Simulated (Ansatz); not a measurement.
# BSiHO (triplet): one geometry, many settings at a displaced geometry (v1)

What do other methods and options give for BSiHO (triplet) at this geometry, and how long do they take?

Method: the settings change from run to run; program: Ansatz 0.2.0, Gaussian basis.

27 further runs of the same task are left out: 9 that didn't finish, 18 set aside as unsound or not needed.

## Step 1: What is computed

The geometry is a PBE0/def2-TZVP stationary point (not a proven minimum) with its atoms shifted at random (size 0.040 Å).

4 atoms, charge 0, spin multiplicity 3.

Atoms are counted from 1 here; the program's logs count them from 0.

Bond lengths: B1–O2 1.311 Å, B1–H4 1.167 Å, O2–Si3 1.708 Å. Angles: O2–B1–H4 128.9°, B1–O2–Si3 178.3°.

Coordinates:

```xyz
4
charge 0, multiplicity 3
B     0.00235   -0.29146    0.87888
O     0.00149   -0.18962   -0.42816
Si    0.04947   -0.07352   -2.13110
H    -0.05330    0.55460    1.68038
```

## Step 2: CASCI(10,8)/STO-3G

in.yaml reads:

```yaml
crystal:
  periodic: [false, false, false]
  atoms:
    - {symbol: B, position_ang: [0.002349, -0.291461, 0.878884]}
    - {symbol: O, position_ang: [0.001486, -0.189619, -0.428162]}
    - {symbol: Si, position_ang: [0.049471, -0.073520, -2.131105]}
    - {symbol: H, position_ang: [-0.053305, 0.554600, 1.680383]}
basis:
  gaussian: {orbitals: STO-3G}
magnetization: {spin_polarized: false, initial_magnetization: 2}
correlation: {active_space: {window: {electrons: 10, orbitals: 8}, fixed_orbitals: true}}
scf: {lower_state_search: off}
output: {forces: true}
```

Command:

```console
$ ansatz run in.yaml --threads 1 --pin off --events-out ev --progress --plain --max-ram 2393MiB
```

The log of the run:

```text
Functional definition: HF
  name "HF"
  cite "Fock, Z. Phys. 61, 126 (1930) doi:10.1007/BF01340294"
  parent pbe
  exchange = exact_x
  correlation = 0
these checks for a lower state are left out or cut short: starts, cluster_reference, orbital_swaps, neighbouring_geometries, increment
242 factors; integrals over basis functions are off by at most 3.6e-5 eV
mean field evaluation 1: about -10455.8573 eV, gradient 1.6e1 eV
mean field evaluation 2: about -10455.9137 eV, gradient 1.6e1 eV
mean field evaluation 4: about -10457.6642 eV, gradient 2.3e0 eV
mean field evaluation 8: about -10457.7020 eV, gradient 1.0e-4 eV
mean field -10457.70139943 eV, -384.3134379445 hartree, gradient 2.6e-6 eV, S^2 2.000000; 0 other end points of the search recorded, 0 dependent functions left out
reference -10457.70139943 eV, -384.3134379445 hartree; 15, 13 occupied and 5, 7 virtual orbitals, 242 factors
state -10458.81762497 eV, -384.3544584765 hartree
the calculation of the forces begins
Total energy: -10458.81762497 eV, -384.3544584765 hartree
Atom 0 at     0.002349    -0.291461     0.878884 Å, force    -0.019404    -0.459097    -1.638228 eV/Å
Atom 1 at     0.001486    -0.189619    -0.428162 Å, force     0.150506     0.603973    -0.600869 eV/Å
Atom 2 at     0.049471    -0.073520    -2.131105 Å, force    -0.120597    -0.266450     2.743413 eV/Å
Atom 3 at    -0.053305     0.554600     1.680383 Å, force    -0.010504     0.121573    -0.504316 eV/Å
Dipole moment:     0.008049     0.008299    -0.480855 e Å
Checks for a lower state left out: starts, cluster_reference, orbital_swaps, neighbouring_geometries, increment
```

Wall time 0.51 s (1 thread of Arm Neoverse N1, shared host).

From the report: 3,136 determinants; active occupations 2.00, 1.98, 1.97, 1.96, 0.99, 0.99, 0.06, 0.06.

## Step 3: CCSDT(Q) on UHF/STO-3G

in.yaml reads:

```yaml
crystal:
  periodic: [false, false, false]
  atoms:
    - {symbol: B, position_ang: [0.002349, -0.291461, 0.878884]}
    - {symbol: O, position_ang: [0.001486, -0.189619, -0.428162]}
    - {symbol: Si, position_ang: [0.049471, -0.073520, -2.131105]}
    - {symbol: H, position_ang: [-0.053305, 0.554600, 1.680383]}
basis:
  gaussian: {orbitals: STO-3G}
magnetization: {spin_polarized: true, initial_magnetization: 2}
correlation: {method: ccsdt_q, electrons: valence}
```

The command is unchanged.

The log of the run, cut to the lines that bear on the results:

```text
Functional definition: HF
  name "HF"
  cite "Fock, Z. Phys. 61, 126 (1930) doi:10.1007/BF01340294"
  parent pbe
[...]
343 factors; integrals over basis functions are off by at most 3.4e-8 eV
[...]
mean field -10457.77791103 eV, -384.3162496939 hartree, gradient 2.0e-6 eV, S^2 2.024789; 6 other end points of the search recorded, 0 dependent functions left out
determinant -10457.77791103 eV, -384.3162496939 hartree, with singles and doubles -10461.15786887 eV, -384.4404608535 hartree
determinant -10457.34699559 eV, -384.3004138435 hartree, with singles and doubles -10460.33703285 eV, -384.4102956862 hartree
determinant -10454.77307275 eV, -384.2058239237 hartree, with singles and doubles -10457.95111904 eV, -384.3226149709 hartree
7 core orbitals not correlated: weight in the atoms' cores, before any rotation towards them, 1.000 or more for the frozen orbitals, at most 0.000 for the correlated occupied ones
reference -10457.77791103 eV, -384.3162496939 hartree; 8, 6 occupied and 5, 7 virtual orbitals, 343 factors
second order -2.77508820 eV of doubles, -0.00000000 eV of singles
cycle   1  -2.87634535 eV  change   -1.0e-1 eV  update   1.3e-1
[...]
cycle  23  -3.68024953 eV  change   -3.1e-7 eV  update   7.3e-7
perturbative correction 0.00725206 eV, 0.0002665084 hartree
Total energy: -10461.45090850 eV, -384.4512298611 hartree
```

It took 2.5 s on 1 thread of Arm Neoverse N1, shared host.

From the report: ⟨S²⟩ of the determinant 2.025 (pure triplet: 2.00); correlation -3.6730 eV; T1 0.053; largest double amplitude 0.13.

## Step 4: CCSD on ROHF/6-31G

Edit in.yaml of step 3 so:

```diff
@@ -8,4 +8,5 @@
 basis:
-  gaussian: {orbitals: STO-3G}
-magnetization: {spin_polarized: true, initial_magnetization: 2}
-correlation: {method: ccsdt_q, electrons: valence}
+  gaussian: {orbitals: 6-31G, point_charges: [{charge: 1.00, position_ang: [4.512, 0.112, 0.225]}]}
+magnetization: {spin_polarized: false, initial_magnetization: 2}
+correlation: {method: ccsd, electrons: valence}
+output: {forces: true}
```

Same command.

The log of the run, cut to the lines that bear on the results:

```text
Functional definition: HF
  name "HF"
  cite "Fock, Z. Phys. 61, 126 (1930) doi:10.1007/BF01340294"
  parent pbe
[...]
373 factors; integrals over basis functions are off by at most 2.5e-4 eV
[...]
mean field -10583.77901080 eV, -388.9467047038 hartree, gradient 2.1e-6 eV, S^2 2.000000; 6 other end points of the search recorded, 0 dependent functions left out
[...]
determinant -10583.77901080 eV, -388.9467047038 hartree, with singles and doubles -10589.48892764 eV, -389.1565402773 hartree
determinant -10583.41372463 eV, -388.9332806845 hartree, with singles and doubles -10588.91903726 eV, -389.1355971923 hartree
determinant -10581.40149799 eV, -388.8593327196 hartree, with singles and doubles -10587.16768202 eV, -389.0712360741 hartree
7 core orbitals not correlated: weight in the atoms' cores, before any rotation towards them, 1.000 or more for the frozen orbitals, at most 0.000 for the correlated occupied ones
reference -10583.77901080 eV, -388.9467047038 hartree; 8, 6 occupied and 18, 20 virtual orbitals, 373 factors
second order -5.15342004 eV of doubles, -0.02954054 eV of singles
cycle   1  -5.71173220 eV  change   -1.8e-3 eV  update   4.8e-3
[...]
cycle  20  -5.71854748 eV  change   -8.8e-9 eV  update   1.4e-7
[...]
Total energy: -10589.49755828 eV, -389.1568574476 hartree
Atom 0 at     0.002349    -0.291461     0.878884 Å, force     0.035814    -1.080572     0.980926 eV/Å
Atom 1 at     0.001486    -0.189619    -0.428162 Å, force     0.136103     0.220519    -0.410513 eV/Å
Atom 2 at     0.049471    -0.073520    -2.131105 Å, force    -0.021490     0.047999    -1.198226 eV/Å
Atom 3 at    -0.053305     0.554600     1.680383 Å, force    -0.112064     0.824756     0.646848 eV/Å
Dipole moment:    -0.181157     0.074492    -0.185801 e Å
```

Wall time 4.3 s (1 thread of Arm Neoverse N1, shared host).

From the report: correlation -5.7185 eV; T1 0.043; largest double amplitude 0.09.

## Step 5: MP2 on ROHF/6-31G

Edit in.yaml of step 4 so:

```diff
@@ -8,5 +8,4 @@
 basis:
-  gaussian: {orbitals: 6-31G, point_charges: [{charge: 1.00, position_ang: [4.512, 0.112, 0.225]}]}
+  gaussian: {orbitals: 6-31G}
 magnetization: {spin_polarized: false, initial_magnetization: 2}
-correlation: {method: ccsd, electrons: valence}
-output: {forces: true}
+correlation: {method: mp2, electrons: all}
```

The command is unchanged.

The log of the run:

```text
Functional definition: HF
  name "HF"
  cite "Fock, Z. Phys. 61, 126 (1930) doi:10.1007/BF01340294"
  parent pbe
  exchange = exact_x
  correlation = 0
373 factors; integrals over basis functions are off by at most 2.5e-4 eV
mean field evaluation 1: about -10581.1066 eV, gradient 2.8e1 eV
mean field evaluation 2: about -10581.1126 eV, gradient 2.8e1 eV
mean field evaluation 4: about -10583.4961 eV, gradient 3.3e0 eV
mean field evaluation 8: about -10583.7059 eV, gradient 3.9e-1 eV
mean field evaluation 16: about -10583.5775 eV, gradient 1.4e0 eV
mean field evaluation 32: about -10583.6771 eV, gradient 1.8e0 eV
mean field -10583.70733724 eV, -388.9440707490 hartree, gradient 2.7e-6 eV, S^2 2.000000; 5 other end points of the search recorded, 0 dependent functions left out
mean field evaluation 64: about -10580.4083 eV, gradient 6.5e0 eV
reference -10583.70733724 eV, -388.9440707490 hartree; 15, 13 occupied and 18, 20 virtual orbitals, 373 factors
second order -5.33392176 eV of doubles, -0.03076366 eV of singles
Total energy: -10589.07202265 eV, -389.1412193017 hartree
```

Run time: 1.1 s. Hardware: 1 thread of Arm Neoverse N1, shared host.

## Step 6: NEVPT2(4,5)/6-31G

Edit in.yaml of step 5 so:

```diff
@@ -10,2 +10,2 @@
 magnetization: {spin_polarized: false, initial_magnetization: 2}
-correlation: {method: mp2, electrons: all}
+correlation: {method: sc_nevpt2, electrons: outside_noble_gas, active_space: {window: {electrons: 4, orbitals: 5}, states: [{multiplicity: 3, weights: [0.5, 1, 0.5, 1]}], root: 1}}
```

Launched as before.

The log of the run, cut to the lines that bear on the results:

```text
Functional definition: HF
  name "HF"
  cite "Fock, Z. Phys. 61, 126 (1930) doi:10.1007/BF01340294"
  parent pbe
[...]
666 factors; integrals over basis functions are off by at most 1.0e-7 eV
[...]
mean field -10583.70751662 eV, -388.9440773413 hartree, gradient 2.7e-6 eV, S^2 2.000000; 5 other end points of the search recorded, 0 dependent functions left out
reference -10583.70751662 eV, -388.9440773413 hartree; 15, 13 occupied and 18, 20 virtual orbitals, 666 factors
state -10584.03566534 eV, -388.9561365842 hartree
state -10583.83852585 eV, -388.9488918417 hartree
state -10580.94712933 eV, -388.8426349793 hartree
state -10580.27162512 eV, -388.8178106574 hartree
state -10584.03566534 eV, -388.9561365842 hartree; corrected -10589.00656578 eV, -389.1388138061 hartree
state -10583.83852585 eV, -388.9488918417 hartree; corrected -10588.66326805 eV, -389.1261978470 hartree
state -10580.94712933 eV, -388.8426349793 hartree; corrected -10585.81698399 eV, -389.0215988372 hartree
state -10580.27162512 eV, -388.8178106574 hartree; corrected -10585.28632254 eV, -389.0020973884 hartree
Total energy: -10588.66326805 eV, -389.1261978470 hartree
```

Wall time 1.5 s (1 thread of Arm Neoverse N1, shared host).

From the report: 100 determinants; active occupations (of the averaged states) 1.78, 1.01, 0.52, 0.38, 0.32.

## Step 7: BCCD(T)/cc-pVDZ

in.yaml reads:

```yaml
crystal:
  periodic: [false, false, false]
  atoms:
    - {symbol: B, position_ang: [0.002349, -0.291461, 0.878884]}
    - {symbol: O, position_ang: [0.001486, -0.189619, -0.428162]}
    - {symbol: Si, position_ang: [0.049471, -0.073520, -2.131105]}
    - {symbol: H, position_ang: [-0.053305, 0.554600, 1.680383]}
basis:
  gaussian: {orbitals: cc-pVDZ}
magnetization: {spin_polarized: false, initial_magnetization: 2}
hamiltonian: {xc: {name: B3LYP}}
correlation: {method: bccd_t, electrons: outside_noble_gas}
```

Launched as before.

The log of the run, cut to the lines that bear on the results:

```text
Functional definition: B3LYP
  name "B3LYP"
  cite "Stephens, Devlin, Chabalowski & Frisch, J. Phys. Chem. 98, 11623 (1994) doi:10.1021/j100096a001"
  cite "Becke, Phys. Rev. A 38, 3098 (1988) doi:10.1103/PhysRevA.38.3098"
  cite "Lee, Yang & Parr, Phys. Rev. B 37, 785 (1988) doi:10.1103/PhysRevB.37.785"
  cite "Vosko, Wilk & Nusair, Can. J. Phys. 58, 1200 (1980) doi:10.1139/p80-159"
[...]
487 factors; integrals over basis functions are off by at most 8.7e-4 eV
[...]
mean field -10615.66199175 eV, -390.1183826428 hartree, gradient 4.5e-6 eV, S^2 2.000000; 4 other end points of the search recorded, 0 dependent functions left out
[...]
7 core orbitals not correlated: weight in the atoms' cores, before any rotation towards them, 1.000 or more for the frozen orbitals, at most 0.000 for the correlated occupied ones
reference -10584.68934413 eV, -388.9801588367 hartree; 8, 6 occupied and 36, 38 virtual orbitals, 487 factors
second order -9.27673722 eV of doubles, -0.50670216 eV of singles
cycle   1  -9.47040991 eV  change    3.2e-1 eV  update   1.2e-1
[...]
cycle  13  -9.96630046 eV  change   -8.5e-6 eV  update   1.7e-5
perturbative correction -0.34392077 eV, -0.0126388552 hartree
Total energy: -10594.99956537 eV, -389.3590524785 hartree
```

Run time: 11 s. Hardware: 1 thread of Arm Neoverse N1, shared host.

From the report: correlation -10.3102 eV; largest double amplitude 0.09.

## Step 8: BCCD(T) on UHF/cc-pVDZ

in.yaml reads:

```yaml
crystal:
  periodic: [false, false, false]
  atoms:
    - {symbol: B, position_ang: [0.002349, -0.291461, 0.878884]}
    - {symbol: O, position_ang: [0.001486, -0.189619, -0.428162]}
    - {symbol: Si, position_ang: [0.049471, -0.073520, -2.131105]}
    - {symbol: H, position_ang: [-0.053305, 0.554600, 1.680383]}
basis:
  gaussian: {orbitals: cc-pVDZ, point_charges: [{charge: -0.50, position_ang: [2.800, -0.930, -0.595]}]}
magnetization: {spin_polarized: true, initial_magnetization: 2}
correlation: {method: bccd_t, electrons: valence, diis_vectors: 1}
scf: {lower_state_search: full}
```

Launched as before.

The log of the run, cut to the lines that bear on the results:

```text
Functional definition: HF
  name "HF"
  cite "Fock, Z. Phys. 61, 126 (1930) doi:10.1007/BF01340294"
  parent pbe
[...]
487 factors; integrals over basis functions are off by at most 8.7e-4 eV
[...]
mean field -10585.80307211 eV, -389.0210875849 hartree, gradient 3.4e-6 eV, S^2 2.025502; 17 other end points of the search recorded, 0 dependent functions left out
determinant -10585.80307211 eV, -389.0210875849 hartree, with singles and doubles -10594.81186229 eV, -389.3521545177 hartree
determinant -10585.68678605 eV, -389.0168141513 hartree, with singles and doubles -10594.59276959 eV, -389.3441030097 hartree
determinant -10583.22854179 eV, -388.9264753407 hartree, with singles and doubles -10592.25244277 eV, -389.2580975853 hartree
determinant -10583.18708477 eV, -388.9249518235 hartree, with singles and doubles -10592.78986259 eV, -389.2778473994 hartree
determinant -10585.80307211 eV, -389.0210875849 hartree, with singles and doubles -10594.84336832 eV, -389.3533123430 hartree
determinant -10585.68678605 eV, -389.0168141513 hartree, with singles and doubles -10594.55909796 eV, -389.3428656000 hartree
7 core orbitals not correlated: weight in the atoms' cores, before any rotation towards them, 1.000 or more for the frozen orbitals, at most 0.000 for the correlated occupied ones
reference -10585.80307211 eV, -389.0210875849 hartree; 8, 6 occupied and 36, 38 virtual orbitals, 487 factors
second order -8.23179661 eV of doubles, -0.00000000 eV of singles
cycle   1  -9.00922293 eV  change    3.1e-2 eV  update   4.0e-2
[...]
cycle 138  -9.00435979 eV  change   -1.1e-6 eV  update   8.2e-6
perturbative correction -0.34491780 eV, -0.0126754955 hartree
Total energy: -10595.15234970 eV, -389.3646671992 hartree
```

It took 39 s on 1 thread of Arm Neoverse N1, shared host.

From the report: ⟨S²⟩ of the determinant 2.026 (pure triplet: 2.00); correlation -9.3493 eV; largest double amplitude 0.09.

## Step 9: MP2 on UHF/6-31G

in.yaml reads:

```yaml
crystal:
  periodic: [false, false, false]
  atoms:
    - {symbol: B, position_ang: [0.002349, -0.291461, 0.878884]}
    - {symbol: O, position_ang: [0.001486, -0.189619, -0.428162]}
    - {symbol: Si, position_ang: [0.049471, -0.073520, -2.131105]}
    - {symbol: H, position_ang: [-0.053305, 0.554600, 1.680383]}
basis:
  gaussian: {orbitals: 6-31G}
magnetization: {spin_polarized: true, initial_magnetization: 2}
correlation: {method: mp2, electrons: all}
scf: {lower_state_search: off}
output: {forces: true}
```

The command is unchanged.

The log of the run, cut to the lines that bear on the results:

```text
Functional definition: HF
  name "HF"
  cite "Fock, Z. Phys. 61, 126 (1930) doi:10.1007/BF01340294"
  parent pbe
[...]
373 factors; integrals over basis functions are off by at most 2.5e-4 eV
[...]
mean field -10583.76793669 eV, -388.9462977376 hartree, gradient 2.7e-6 eV, S^2 2.013832; 0 other end points of the search recorded, 0 dependent functions left out
reference -10583.76793669 eV, -388.9462977376 hartree; 15, 13 occupied and 18, 20 virtual orbitals, 373 factors
second order -5.33587313 eV of doubles, -0.00000000 eV of singles
[...]
Total energy: -10589.10380982 eV, -389.1423874584 hartree
Atom 0 at     0.002349    -0.291461     0.878884 Å, force     0.040459    -1.073522     1.309071 eV/Å
Atom 1 at     0.001486    -0.189619    -0.428162 Å, force    -0.002524     0.284646    -0.780156 eV/Å
Atom 2 at     0.049471    -0.073520    -2.131105 Å, force     0.012441     0.038751    -1.018098 eV/Å
Atom 3 at    -0.053305     0.554600     1.680383 Å, force    -0.050377     0.750126     0.489183 eV/Å
Dipole moment:     0.002027     0.084698    -0.133663 e Å
Checks for a lower state left out: starts, cluster_reference, orbital_swaps, neighbouring_geometries, increment
```

Wall time 0.84 s (1 thread of Arm Neoverse N1, shared host).

From the report: ⟨S²⟩ of the determinant 2.014 (pure triplet: 2.00).

## Step 10: HF/6-31G*

Edit in.yaml of step 9 so:

```diff
@@ -8,6 +8,5 @@
 basis:
-  gaussian: {orbitals: 6-31G}
-magnetization: {spin_polarized: true, initial_magnetization: 2}
-correlation: {method: mp2, electrons: all}
-scf: {lower_state_search: off}
-output: {forces: true}
+  gaussian: {orbitals: "6-31G*"}
+magnetization: {spin_polarized: false, initial_magnetization: 2}
+hamiltonian: {xc: hf}
+output: {orbitals: {seedname: orbitals}}
```

Same command.

The log of the run:

```text
Functional definition: HF
  name "HF"
  cite "Fock, Z. Phys. 61, 126 (1930) doi:10.1007/BF01340294"
  parent pbe
  exchange = exact_x
  correlation = 0
463 factors; integrals over basis functions are off by at most 1.2e-3 eV
mean field evaluation 1: about -10582.2466 eV, gradient 2.9e1 eV
mean field evaluation 2: about -10582.2822 eV, gradient 2.9e1 eV
mean field evaluation 4: about -10584.7974 eV, gradient 3.6e0 eV
mean field evaluation 8: about -10585.0116 eV, gradient 7.9e-1 eV
mean field evaluation 16: about -10585.0242 eV, gradient 1.8e-5 eV
mean field evaluation 32: about -10584.9537 eV, gradient 2.7e-1 eV
mean field evaluation 64: about -10584.7513 eV, gradient 1.6e0 eV
mean field evaluation 96: about -10579.6409 eV, gradient 3.1e1 eV
mean field -10585.02422896 eV, -388.9924656271 hartree, gradient 8.6e-6 eV, S^2 2.000000; 3 other end points of the search recorded, 0 dependent functions left out
reference -10585.02422896 eV, -388.9924656271 hartree; 15, 13 occupied and 36, 38 virtual orbitals, 463 factors
Total energy: -10585.02422896 eV, -388.9924656271 hartree
```

It took 1.3 s on 1 thread of Arm Neoverse N1, shared host.

## Step 11: The runs in one table

Where basis and cores are those of an earlier UCCSDT(Q)/cc-pVDZ run (-10595.1373 eV), and the state is the same kind, the miss against it is given.

```csv
level,correlated,functions,energy (eV),from UCCSDT(Q) (meV),time
"CASCI(10,8)/STO-3G",,20,-10458.8176,,0.51 s
CCSDT(Q) on UHF/STO-3G,valence,20,-10461.4509,,2.5 s
CCSD on ROHF/6-31G (beside a point charge),valence,33,-10589.4976,,4.3 s
MP2 on ROHF/6-31G,all,33,-10589.0720,,1.1 s
"NEVPT2(4,5)/6-31G (excited root 1 of an average)",outside noble gas,33,-10588.6633,,1.5 s
BCCD(T)/cc-pVDZ (on B3LYP orbitals),outside noble gas,51,-10594.9996,137.8,11 s
BCCD(T) on UHF/cc-pVDZ (beside a point charge),valence,51,-10595.1523,,39 s
MP2 on UHF/6-31G,all,33,-10589.1038,,0.84 s
HF/6-31G*,,51,-10585.0242,,1.3 s
```

## Step 12: Outcome

```
quantity                                                 value
    runs                                                     9
quickest                            CASCI(10,8)/STO-3G, 0.51 s
 slowest  BCCD(T) on UHF/cc-pVDZ (beside a point charge), 39 s
```

What this shows: Total energies in different bases, with other cores or another treatment of relativity can't be set against each other. BCCD(T) on UHF/cc-pVDZ (beside a point charge) took 77 times as long as CASCI(10,8)/STO-3G; the jobs differ in more than the method. Cores frozen from Kohn-Sham orbitals shift the total energy.
